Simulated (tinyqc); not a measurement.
Pariser-Parr-Pople SCF with singles CI, for the molecule C1=CC=C1 (SMILES; centres numbered as the heavy atoms are written), step by step. One step of it, computed by the program tinyqc.

Task: PPP integrals. Mataga-Nishimoto: gamma = 14.399645/(R + a), a = 2 x 14.399645/(gamma_rr + gamma_ss); H_rr = -W_r - sum_(s != r) z_s gamma_rs; H_rs = beta for bonds.

Centres (angstrom, eV; a flat drawing with bonds scaled to 1.40 angstrom):
```
centre          x          y  core charge z          W   gamma_rr
1C       0.990000   0.000000              1  11.160000  11.130000
2C       0.000000   0.990000              1  11.160000  11.130000
3C      -0.990000   0.000000              1  11.160000  11.130000
4C       0.000000  -0.990000              1  11.160000  11.130000
```

Resonance integrals (eV):
```
i  j       beta
1  2  -2.390000
2  3  -2.390000
3  4  -2.390000
4  1  -2.390000
```

Give: repulsion gamma_rs; core matrix H.

Result:

repulsion gamma_rs (eV), lower triangle:
```
         1C       2C       3C       4C
1C  11.1300
2C   5.3454  11.1300
3C   4.3985   5.3454  11.1300
4C   5.3454   4.3985   5.3454  11.1300
```

core matrix H (eV), lower triangle:
```
          1C        2C        3C        4C
1C  -26.2493
2C   -2.3900  -26.2493
3C    0.0000   -2.3900  -26.2493
4C   -2.3900    0.0000   -2.3900  -26.2493
```
